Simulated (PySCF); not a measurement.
This PySCF input (HF/aug-cc-pV(D+d)Z) gives -476.11347 Eh with 123 basis functions.

```python
import numpy as np, basis_set_exchange as bse
from pyscf import gto, scf, dft, df

basis = {'C': gto.basis.parse(bse.get_basis('aug-cc-pV(D+d)Z', elements=['C'], fmt='nwchem')), 'H': gto.basis.parse(bse.get_basis('aug-cc-pV(D+d)Z', elements=['H'], fmt='nwchem')), 'S': gto.basis.parse(bse.get_basis('aug-cc-pV(D+d)Z', elements=['S'], fmt='nwchem'))}
mol = gto.M(
    atom='''
    C    -0.00155029    1.50196649   -0.45166829
    S    -0.01239716    0.12323346    0.57976964
    C     0.01896339   -1.47872388   -0.43190787
    H     0.91934809    1.64260953   -1.02669247
    H    -0.90073509    1.62984334   -1.06289763
    H     0.01148869   -2.34173312    0.24815888
    H    -0.85846291   -1.52720035   -1.08442388
    H     0.92223725   -1.51471040   -1.04900214
    ''',
    basis=basis,
    charge=-1,
    verbose=4,
    max_memory=8640,
)
mf = scf.RHF(mol)
mf = mf.density_fit(auxbasis=df.autoaux(mol))
mf.conv_tol = 1e-9
mf.max_cycle = 100
print('smallest overlap eigenvalue', np.linalg.eigvalsh(mol.intor('int1e_ovlp'))[0])
mf.kernel()
dip = mf.dip_moment()
```

Change:
```diff
- basis = {'C': gto.basis.parse(bse.get_basis('aug-cc-pV(D+d)Z', elements=['C'], fmt='nwchem')), 'H': gto.basis.parse(bse.get_basis('aug-cc-pV(D+d)Z', elements=['H'], fmt='nwchem')), 'S': gto.basis.parse(bse.get_basis('aug-cc-pV(D+d)Z', elements=['S'], fmt='nwchem'))}
+ basis = {'C': gto.basis.parse(bse.get_basis('def2-SVPD', elements=['C'], fmt='nwchem')), 'H': gto.basis.parse(bse.get_basis('def2-SVPD', elements=['H'], fmt='nwchem')), 'S': gto.basis.parse(bse.get_basis('def2-SVPD', elements=['S'], fmt='nwchem'))}
```

**Question.** What does the run give now?

**Answer.** -475.91800 Eh (HF/def2-SVPD, 107 functions), a change of +195.47 mEh.
